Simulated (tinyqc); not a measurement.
ROHF in the sto-3g basis, for OH+, spin multiplicity 3, step by step. One step of it, computed by the program tinyqc.

Task: Iteration 3: Roothaan effective Fock matrix. With projectors Pc = D(beta) S, Po = (D(alpha) - D(beta)) S, Pv = 1 - D(alpha) S, the block xy is Px^T F Py; with Fc = (F(alpha) + F(beta))/2, the blocks are Fc for cc, oo, vv and cv, F(beta) for co and F(alpha) for ov.

F(alpha) (hartree), order 1O 1s, 1O 2s, 1O 2px, 1O 2py, 1O 2pz, 2H 1s:
$$\begin{pmatrix}
-21.178255 & -5.398393 & 0.000000 & 0.000000 & -0.021459 & -1.271331 \\
-5.398393 & -3.235054 & 0.000000 & 0.000000 & -0.140153 & -1.357954 \\
0.000000 & 0.000000 & -1.204543 & 0.000000 & 0.000000 & 0.000000 \\
0.000000 & 0.000000 & 0.000000 & -1.204543 & 0.000000 & 0.000000 \\
-0.021459 & -0.140153 & 0.000000 & 0.000000 & -1.138977 & -0.796228 \\
-1.271331 & -1.357954 & 0.000000 & 0.000000 & -0.796228 & -1.069252
\end{pmatrix}$$

F(beta) (hartree), order 1O 1s, 1O 2s, 1O 2px, 1O 2py, 1O 2pz, 2H 1s:
$$\begin{pmatrix}
-21.129300 & -5.322776 & 0.000000 & 0.000000 & -0.021459 & -1.251088 \\
-5.322776 & -2.874017 & 0.000000 & 0.000000 & -0.140153 & -1.241570 \\
0.000000 & 0.000000 & -0.276939 & 0.000000 & 0.000000 & 0.000000 \\
0.000000 & 0.000000 & 0.000000 & -0.276939 & 0.000000 & 0.000000 \\
-0.021459 & -0.140153 & 0.000000 & 0.000000 & -1.044088 & -0.773884 \\
-1.251088 & -1.241570 & 0.000000 & 0.000000 & -0.773884 & -1.021234
\end{pmatrix}$$

D(alpha) after iteration 2, order 1O 1s, 1O 2s, 1O 2px, 1O 2py, 1O 2pz, 2H 1s:
$$\begin{pmatrix}
1.057524 & -0.243104 & 0.000000 & 0.000000 & 0.029114 & -0.009004 \\
-0.243104 & 1.047675 & 0.000000 & 0.000000 & -0.172842 & -0.022407 \\
0.000000 & 0.000000 & 1.000000 & 0.000000 & 0.000000 & 0.000000 \\
0.000000 & 0.000000 & 0.000000 & 1.000000 & 0.000000 & 0.000000 \\
0.029114 & -0.172842 & 0.000000 & 0.000000 & 0.665747 & 0.294580 \\
-0.009004 & -0.022407 & 0.000000 & 0.000000 & 0.294580 & 0.133346
\end{pmatrix}$$

D(beta) after iteration 2, order 1O 1s, 1O 2s, 1O 2px, 1O 2py, 1O 2pz, 2H 1s:
$$\begin{pmatrix}
1.057524 & -0.243104 & 0.000000 & 0.000000 & 0.029114 & -0.009004 \\
-0.243104 & 1.047675 & 0.000000 & 0.000000 & -0.172842 & -0.022407 \\
0.000000 & 0.000000 & 0.000000 & 0.000000 & 0.000000 & 0.000000 \\
0.000000 & 0.000000 & 0.000000 & 0.000000 & 0.000000 & 0.000000 \\
0.029114 & -0.172842 & 0.000000 & 0.000000 & 0.665747 & 0.294580 \\
-0.009004 & -0.022407 & 0.000000 & 0.000000 & 0.294580 & 0.133346
\end{pmatrix}$$

overlap S, order 1O 1s, 1O 2s, 1O 2px, 1O 2py, 1O 2pz, 2H 1s:
$$\begin{pmatrix}
1.000000 & 0.236704 & 0.000000 & 0.000000 & 0.000000 & 0.054907 \\
0.236704 & 1.000000 & 0.000000 & 0.000000 & 0.000000 & 0.479543 \\
0.000000 & 0.000000 & 1.000000 & 0.000000 & 0.000000 & 0.000000 \\
0.000000 & 0.000000 & 0.000000 & 1.000000 & 0.000000 & 0.000000 \\
0.000000 & 0.000000 & 0.000000 & 0.000000 & 1.000000 & 0.395943 \\
0.054907 & 0.479543 & 0.000000 & 0.000000 & 0.395943 & 1.000000
\end{pmatrix}$$

Give: effective F.

Result:

effective F (hartree), order 1O 1s, 1O 2s, 1O 2px, 1O 2py, 1O 2pz, 2H 1s:
$$\begin{pmatrix}
-21.154 & -5.361 & 0.000 & 0.000 & -0.021 & -1.261 \\
-5.361 & -3.055 & 0.000 & 0.000 & -0.140 & -1.300 \\
0.000 & 0.000 & -0.741 & 0.000 & 0.000 & 0.000 \\
0.000 & 0.000 & 0.000 & -0.741 & 0.000 & 0.000 \\
-0.021 & -0.140 & 0.000 & 0.000 & -1.092 & -0.785 \\
-1.261 & -1.300 & 0.000 & 0.000 & -0.785 & -1.045
\end{pmatrix}$$
